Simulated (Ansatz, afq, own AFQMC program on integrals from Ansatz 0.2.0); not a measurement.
# AlGeH, triplet: AFQMC among the cluster methods

```csv
atom,x (Å),y (Å),z (Å)
Ge,0.0000,0.0000,2.1260
Al,0.0000,0.0000,-0.2625
H,0.0000,0.0000,-1.8635
```

Connectivity, by distances: Ge–AlH.

Basis cc-pVDZ. Only valence electrons are correlated. AFQMC by an in-house program on the Cholesky factors that Ansatz 0.2.0 writes for its CCSD(T) run. ph-AFQMC/CISD is guided by a CISD state made of CCSD amplitudes; releasing the constraint for a short imaginary time cuts its bias at the price of noise, slowly where states lie close. Free projection: walkers drawn from exp(T), propagated without any constraint. Its projection time is finite, and what remains of the start isn't in its error. ± is one standard error of the sampling. No spin–orbit coupling.

Determinant: ROHF, the one that the program's search chose, which needn't be the lowest solution. The geometry is a point of a scan.

No full CI on the walks' own integrals is used here; CCSDT(Q) serves as the reference and is uncertain by about the last step of the cluster series.

Cautions: no relativity below Rb; no spin-orbit coupling; inner d shell frozen; lower spins were not checked; the released energies move by 1.5 errors or more from one time to the next, so no released level is given (meV from the phaseless value at times in 1/Eh: -17 ± 9 at 0.24, -15 ± 8 at 0.51, -32 ± 9 at 0.99, -27 ± 11 at 1.62, 3 ± 9 at 2.40).

```
T1 diagnostic                               : 0.0250
weight of the determinant in the CISD state : 0.877
size of the correlated space                : 8 electrons in 31 orbitals
```

| level | correlation energy (eV) |
| --- | --- |
| MP2 | -3.1070 |
| CCSD | -3.8795 |
| CCSD(T) | -4.0349 |

(1) Estimate where phaseless AFQMC with a CISD trial lies against CCSD(T) on the same integrals.

(1) 2.0 ± 0.9 kJ/mol below CCSD(T).

Reference: CCSDT(Q), correlation energy -4.085 eV.

```json
{"level": "CCSD(T)", "E − E(reference) (kJ/mol)": "4.8", "share of correlation (%)": "98.78"}
{"level": "CCSDT", "E − E(reference) (kJ/mol)": "1.0", "share of correlation (%)": "99.75"}
{"level": "ph-AFQMC/HF", "E − E(reference) (kJ/mol)": "12.7 ± 3.6", "share of correlation (%)": "96.79"}
{"level": "ph-AFQMC/CISD", "E − E(reference) (kJ/mol)": "2.8 ± 0.9", "share of correlation (%)": "99.29"}
{"level": "free AFQMC", "E − E(reference) (kJ/mol)": "1.8 ± 1.1", "share of correlation (%)": "99.55"}
```

Free projections are given only where their last times agree within the noise and don't stop above the reference; a slow remainder of the start can still hide under it. A walk keeps the symmetry of its determinant, which the program's search chose and which needn't be the lowest solution, so a lower state of the same spin and another symmetry isn't excluded.
